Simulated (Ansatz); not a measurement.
# CH₂ (triplet): from Hartree-Fock to the top rungs, cc-pVDZ

Aim: climb from Hartree-Fock through coupled cluster and multireference methods for CH₂ (triplet) at one geometry and basis, and see what each rung misses.

Computed with Ansatz 0.2.0, Gaussian basis. Level: cc-pVDZ, core rule «outside noble gas», up to 1 orbitals frozen.

To be run: UHF; CCSD(T) on ROHF; CCSD(T) on UHF; BCCD(T) on ROHF; CISD; CCSDT(Q) on ROHF; CCSDT(Q) on UHF; CISDTQ; CCSDTQ on ROHF; CCSDTQ on UHF; CASSCF and MRCISD+Q, 6 electrons in 6 orbitals; CASSCF and NEVPT4(SD), 6 electrons in 6 orbitals; CASSCF and NEVPT2, 6 electrons in 6 orbitals; Full CI.

40 further runs of the same task are left out: 40 set aside as unsound or not needed.

**1. What is computed**

The geometry is an MP2(full)/6-31G* stationary point (not a proven minimum).

3 atoms, charge 0, spin multiplicity 3.

Atoms are counted from 1 here; the program's logs count them from 0.

Bond lengths: C1–H2 1.077 Å, C1–H3 1.077 Å. Angles: H2–C1–H3 131.6°.

**2. UHF**

in.yaml

```yaml
crystal:
  periodic: [false, false, false]
  atoms:
    - {symbol: C, position_ang: [0.000000, 0.000000, 0.063455]}
    - {symbol: H, position_ang: [0.000000, 0.982622, -0.378068]}
    - {symbol: H, position_ang: [0.000000, -0.982622, -0.378068]}
basis:
  gaussian: {orbitals: cc-pVDZ}
magnetization: {spin_polarized: true, initial_magnetization: 2}
hamiltonian: {xc: hf}
output: {orbitals: {seedname: orbitals}}
```

Run with:

```sh
$ ansatz run in.yaml --threads 1 --pin off --events-out ev --progress --plain --max-ram 4160MiB --backend cpu
```

Further steps of the session: CCSD(T) on ROHF; CCSD(T) on UHF; BCCD(T) on ROHF; CISD; CCSDT(Q) on ROHF; CCSDT(Q) on UHF; CISDTQ; CCSDTQ on ROHF; CCSDTQ on UHF; CASSCF and MRCISD+Q, 6 electrons in 6 orbitals; CASSCF and NEVPT4(SD), 6 electrons in 6 orbitals; CASSCF and NEVPT2, 6 electrons in 6 orbitals; Full CI.

**Question.** What will the summary of the whole plan be? Wanted: FCI below the RHF energy; RMP2 from FCI; UMP2 from FCI; RCCSD from FCI; RCCSD(T) from FCI; UCCSD(T) from FCI; RCCSDT(Q) from FCI; UCCSDT(Q) from FCI; NEVPT2 valence from FCI.

The runs gave:

| quantity | value |
| --- | --- |
| FCI below the RHF energy | -3.2670 eV |
| RMP2 from FCI | +14.25 kcal/mol |
| UMP2 from FCI | +13.94 kcal/mol |
| RCCSD from FCI | +1.39 kcal/mol |
| RCCSD(T) from FCI | +0.28 kcal/mol |
| UCCSD(T) from FCI | +0.26 kcal/mol |
| RCCSDT(Q) from FCI | 0.00 kcal/mol |
| UCCSDT(Q) from FCI | -0.02 kcal/mol |
| NEVPT2 valence from FCI | +11.81 kcal/mol |
| NEVPT4(SD) valence from FCI | +1.27 kcal/mol |
| MRCISD+Q valence from FCI | +0.10 kcal/mol |
| levels within 1 kcal/mol (43 meV) | RCCSD(T), UCCSD(T), BCCD(T), RCCSDT, UCCSDT, CISDTQ, RCCSDT(Q), UCCSDT(Q), RCCSDTQ, UCCSDTQ, MRCISD+Q valence |
| T1 diagnostic | 0.020 |
| effectively unpaired electrons | 2.02 |

In words: RCCSD(T) misses by +0.28 kcal/mol, 0.4 % of the correlation energy. One determinant dominates. Of the multireference levels listed MRCISD+Q valence comes nearest in total energy (+0.10 kcal/mol), which doesn't show that its space is the better one. These misses are within one basis, not against nature; the frozen cores of restricted and unrestricted runs differ, which can shift their rows.
